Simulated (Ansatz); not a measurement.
bcc Fe was calculated with PBEsol (Ansatz, a program for electronic structure, plane waves, PAW).

Run with plane-wave cutoff 520 eV, 32×32×32 k mesh, Fermi–Dirac smearing 0.044 eV (set by the program), spin-polarised with parallel moments, scalar-relativistic PAW data made under PBE.

Cell (relaxed at this level):

Fe is taken in the cubic space group Im-3m (No. 229), the bcc (W type) structure, Pearson symbol cI2. Cell: a = b = c = 2.7876 Å, α = β = γ = 90.00°. Fe on 2a sees 8 Fe at 2.414 Å and 6 Fe at 2.788 Å. (Neighbours: up to the widest gap in distance over summed covalent radii, below 1.35, at either atom.)
(The calculation used a cell of 1 atom; values per cell refer to that cell.)

Task: Estimate the elastic constant C11, Voigt–Reuss–Hill bulk modulus, Young modulus, elastic constant C44, polycrystal shear modulus (Hill average) and elastic constant C12 that the calculation returns.

Result: 
- elastic constant C11 = 330 GPa
- Voigt–Reuss–Hill bulk modulus = 228 GPa
- Young modulus = 278 GPa
- elastic constant C44 = 134 GPa
- polycrystal shear modulus (Hill average) = 107 GPa
- elastic constant C12 = 177 GPa

Measured, for comparison: elastic constant C11 243 GPa (4 K, zero-point motion not removed, our sources range from 236 to 243; as tabulated in Sha and Cohen (2006), arXiv:cond-mat/0612308); elastic constant C44 122 GPa (4 K, zero-point motion not removed; as tabulated in Sha and Cohen (2006), arXiv:cond-mat/0612308); elastic constant C12 138 GPa (4 K, zero-point motion not removed, our sources range from 134 to 138; as tabulated in Sha and Cohen (2006), arXiv:cond-mat/0612308). Computed (rounded) less measured: elastic constant C11 +36 % (+36 % to +40 % over the range), elastic constant C44 +10 %, elastic constant C12 +28 % (+28 % to +32 % over the range).

Elastic constants are with the ions relaxed.

Computed values are for the static lattice.

It cost roughly 16 core-minutes of CPU time.
